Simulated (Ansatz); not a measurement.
Gas-phase reaction in SMILES: F[Si](F)(F)F [tetrafluorosilane] + 4 [H][H] (H2) → 4 F (HF) + [SiH4] (SiH4)

Property: energy of full hydrogenation (enthalpy at 298 K), in kcal/mol. Set-up: LANL2DZ with its own core potentials from Na on; 6-311+G** with 5d, 6d on Na to Ar in Ansatz (a first-principles code); spin-orbit terms left out; non-relativistic; frozen cores in correlated levels; six Cartesian d functions in 6-31G* and its kin unless marked 5d. Basis-set limits of correlation are two-point, X^-3; Hartree-Fock from the larger set. The bracket is a focal-point correction in the basis named. First-principles rows: single points at B3LYP-D3(BJ) geometries (Ansatz), with unscaled harmonic terms from B3LYP/6-31G* at its own minima.

Measured values: Active Thermochemical Tables 1.112 (ions: stationary electron), as tabulated in the package chemicals; G2/97 table in ASE (Curtiss et al.); they hold spin-orbit and core effects, anharmonicity. For F[Si](F)(F)F (energy of full hydrogenation (enthalpy at 298 K)) the tabulated value and RI-MP2/CBS(aug-cc-pV(T+d)Z,aug-cc-pV(Q+d)Z)+[CCSD(T)-MP2]/aug-cc-pV(T+d)Z (Ansatz) part by 4.2 kcal/mol: another conformer or state, missing terms or a fault of the table's entry are possible. 

Value to compare with, the measured value: 133.5 kcal/mol.

```tsv
level	program	energy of full hydrogenation (enthalpy at 298 K) (kcal/mol)	error
MP2/STO-3G	Ansatz	94.5	-39.0
MP2/3-21G	Ansatz	178.5	45.0
MP2/LANL2DZ	Ansatz	75.5	-58.0
MP2/6-31G*	Ansatz	169.0	35.5
MP2/6-311+G**	Ansatz	98.2	-35.3
RI-MP2/CBS(aug-cc-pV(T+d)Z,aug-cc-pV(Q+d)Z)+[CCSD(T)-MP2]/aug-cc-pV(T+d)Z	Ansatz	129.3	-4.2
```

Among the 5 habitual levels, MP2/LANL2DZ lies farthest from the measured value (-58.0 kcal/mol); 2 of 5 lie above it, and their mean absolute error is 42.6 kcal/mol, the median 39.0. One case shows no general order.

The sets are all those run for this method; runs whose electronic state is in doubt are left out.
